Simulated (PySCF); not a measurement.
# Nuclear quadrupole coupling in B(NH3)H3

Compound: B(NH3)H3.
Cartesian coordinates in Å at the PBE0-D3(BJ)/def2-SVP level; atoms count from 1:
```
atom  x, y, z in Å
B1    -0.002    0.003   -0.834
N2     0.002   -0.003    0.801
H3    -0.948    0.033    1.173
H4     0.510    0.800    1.172
H5     0.446   -0.846    1.166
H6     1.177   -0.035   -1.162
H7    -0.559    1.046   -1.154
H8    -0.627   -0.998   -1.162
```

Field gradients from the PBE0/pcSseg-1 density (PySCF, non-relativistic), principal values in atomic units, ordered |Vxx| ≤ |Vyy| ≤ |Vzz|:

| atom | Vxx | Vyy | Vzz |
| --- | --- | --- | --- |
| B1 | -0.1334 | -0.1334 | 0.2668 |
| N2 | 0.2442 | 0.2443 | -0.4885 |

Problem. Find the asymmetry η = (Vxx − Vyy)/Vzz and the couplings χ = eQV/h (234.96 MHz × Q in barn × V in au), with Q(11B) = 0.04059 b, Q(14N) = 0.02044 b.

Solution. 
```
atom                   environment  nucleus     η  χzz (MHz)  χxx (MHz)  χyy (MHz)
  B1     boron bonded to N and 3 H      11B  0.00      2.545     -1.272     -1.272
  N2  nitrogen bonded to B and 3 H      14N  0.00     -2.346      1.173      1.173
```

The gradient is axial or nearly so (η below 0.05) at B1 and N2. 

Problem. What is Vzz at N2 in SI units (1 au = 9.71736 × 10²¹ V/m²)?

Solution. -0.4885 au = -4.747 × 10²¹ V/m².

Problem. What couplings would deuterons (Q(2H) = 0.00286 b) have in place of the hydrogens, at this geometry?

Solution. 
```
atom  bonded to  bond length (Å)  Vzz (au)     η  χzz (kHz)
  H3         N2            1.021    0.3662  0.07        246
  H4         N2            1.021    0.3662  0.07        246
  H5         N2            1.021    0.3662  0.07        246
  H6         B1            1.225    0.1934  0.13        130
  H7         B1            1.225    0.1934  0.13        130
  H8         B1            1.225    0.1934  0.13        130
```

Geometry: PBE0-D3(BJ)/def2-SVP; no solvent, vibrations or thermal averaging. These gradients aren't converged with respect to the basis.
